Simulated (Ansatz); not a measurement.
**Active spaces for C2H3N, singlet**

Computed with Ansatz's Gaussian-basis code (development build); CASPT2, NEVPT3, NEVPT4(SD) by development code. Basis cc-pVDZ, nonrelativistic, 3 orbitals frozen in the corrections. State-specific CASSCF; RHF is the lowest restricted (open-shell) Hartree–Fock solution met. Single-reference values can break down or jump between states where bonds are stretched. No symmetry is imposed, so a solution can break that of the shape. No proof that the lowest CASSCF solution was found.

Geometry:

```xyz
6

N     0.0000    0.0000    0.8687
C     0.0000    0.6420   -0.5102
C     0.0000   -0.6420   -0.5102
H     0.0000    0.0000    1.8993
H     0.0000    1.6267   -0.9292
H     0.0000   -1.6267   -0.9292
```

Task: What do CASSCF and its corrections give against RHF in CAS(4,3), and what are the occupations?

Result: CASSCF -0.901 eV, SC-NEVPT2 -11.736 eV, FIC-NEVPT2 -11.743 eV, NEVPT3 -12.319 eV, NEVPT4(SD) -12.706 eV, CASPT2 (IPEA 0) -11.772 eV; occupations 2.00, 1.89, 0.11. The MRCI reference weight is 0.886.

Task: How do single-reference totals in the same basis and frozen core stand against SC-NEVPT2 in CAS(4,3)?

Result: CCSD(T) -1.136 eV. Coupled cluster stands on the determinant that it favours, which can lie over the RHF solution above, and is in doubt where the occupations are far from 0, 1 and 2.
